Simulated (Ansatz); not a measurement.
**Scan of [H···H···F], doublet**

Starting geometry:

```xyz
3

H     0.0000    0.0000   -0.8820
H     0.0000    0.0000   -0.1370
F     0.0000    0.0000    1.0190
```

From there H2 is moved from one fragment to the other while all else, the fragments' distance too, stays fixed; atoms are numbered as listed. Energies are in kcal/mol, counted from the starting geometry at the same level. Kohn–Sham curves are unrestricted where that lies lower.

Basis 6-31G; Ansatz 0.2.0. Correlated methods freeze the noble-gas cores. R marks a restricted (for open shells ROHF) determinant, U an unrestricted one.

For open shells CISD is restricted-active-space CI with the open shells as a complete middle space.

Full CI is exact within this basis and frozen core; it isn't the basis-set limit. The frozen core follows each run's orbitals, which can shift R against U totals by a few meV.

| distance H1-H2 (Å) | full CI | curve A | curve B | curve C | curve D |
| --- | --- | --- | --- | --- | --- |
| 0.693 | 2.9 | 3.7 | 3.3 | 2.9 | 2.4 |
| 0.745 | 0.0 | 0.0 | 0.0 | 0.0 | 0.0 |
| 0.782 | -1.6 | -1.8 | -1.4 | -1.6 | -1.6 |
| 0.818 | -3.0 | -3.0 | -2.3 | -3.0 | -3.4 |
| 0.855 | -4.4 | -3.9 | -2.9 | -4.4 | -4.9 |
| 0.891 | -5.5 | -4.3 | -3.0 | -5.5 | -6.3 |
| 0.928 | -6.2 | -4.1 | -2.5 | -6.2 | -7.2 |
| 0.964 | -6.1 | -3.0 | -1.3 | -6.1 | -7.4 |
| 1.001 | -4.8 | -0.5 | 1.3 | -4.8 | -6.2 |

(1) The curves come from B3LYP, CISD, UCCSDT(Q), r2SCAN. Compare each with full CI and say which is which.

In so small a basis the reference is far from its limit while semilocal and hybrid functionals are nearer theirs, so the functionals' errors here hold much of the reference's basis and frozen-core error, which can add to them or hide them.

Answers

(1) A: r2SCAN, B: B3LYP, C: UCCSDT(Q), D: CISD. Spread of the error against full CI, over the points where both stand: A 4.5, B 6.1, C 0.0, D 1.5 kcal/mol.
